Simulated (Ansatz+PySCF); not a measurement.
Values are calculated unless marked as measured or tabulated.
## PySCF 2.14.0 run

```python
from pyscf import gto, scf, cc

mol = gto.M(atom="""
B 0.000000 0.000000 0.000000
Na 1.182260 1.576350 3.412890
""", basis='sto-3g', charge=0, spin=0)
mf = scf.RHF(mol)
mf.kernel()
mycc = cc.CCSD(mf, frozen=2).run()
et = mycc.ccsd_t()
print(mf.e_tot, mycc.e_corr, et, mycc.e_tot + et)
```

The script is written out from the run's settings.

The run gave:

* Converged: yes
* Reference energy: -183.72974 hartree
* CCSD correlation energy: -0.16719 hartree
* Triples correction: -0.01845 hartree
* Total energy: -183.91538 hartree
* Spin squared of the determinant: 0.000

Caution: large amplitudes, a single reference is doubtful; an unrestricted determinant lies well below.
